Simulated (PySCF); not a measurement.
Geometries of 3 isomers of C3H5F2N, from PBE0-D3(BJ)/def2-SVP geometry optimisation, gas phase in PySCF. One conformer each, no zero-point energy, no frequencies.

Problem. Which isomer lies lowest at this level?
A.
```xyz
11
angstrom
F     -1.816   -0.937    1.008
C     -1.359   -0.111    0.040
F     -2.077   -0.361   -1.077
C      0.092   -0.372   -0.215
C      1.140    0.314    0.566
N      0.826    0.738   -0.785
H     -1.535    0.936    0.344
H      0.289   -1.394   -0.564
H      0.865    1.020    1.358
H      2.063   -0.243    0.760
H      1.519    0.414   -1.456
```
B.
```xyz
11
angstrom
C      1.834   -0.393    0.278
N      0.494   -0.009    0.611
C     -0.376    0.037   -0.301
C     -1.782    0.441    0.027
F     -2.632   -0.552   -0.318
F     -2.117    1.532   -0.699
H      2.116   -1.272    0.879
H      1.990   -0.624   -0.794
H      2.523    0.415    0.574
H     -0.181   -0.200   -1.367
H     -1.890    0.665    1.101
```
C.
```xyz
11
angstrom
N      1.912    1.266   -0.020
C      1.082    0.415   -0.453
C      0.113   -0.410    0.346
C     -1.314   -0.269   -0.133
F     -1.409   -0.690   -1.415
F     -2.124   -1.043    0.619
H      1.848    1.339    1.003
H      1.051    0.241   -1.543
H      0.159   -0.146    1.414
H      0.367   -1.480    0.246
H     -1.687    0.770   -0.087
```

Solution. C. That is `[H]/N=C\CC(F)F`, 5.2 kcal/mol below the next.

```csv
SMILES,atoms numbered as above,E (Eh),relative (kcal/mol),relative (kJ/mol),dipole (D)
[H]/N=C\CC(F)F,[H]/[N:1]=[CH:2]\[CH2:3][CH:4]([F:5])[F:6],-371.07789,0.0,0.0,1.58
C/N=C/C(F)F,[CH3:1]/[N:2]=[CH:3]/[CH:4]([F:5])[F:6],-371.06957,5.2,21.8,2.21
FC(F)[C@@H]1CN1,[F:1][CH:2]([F:3])[C@@H:4]1[CH2:5][NH:6]1,-371.06025,11.1,46.3,2.62
```

As drawn, the lowest has a C=N bond, which the highest lacks; the highest has a three-membered ring, which the lowest lacks.
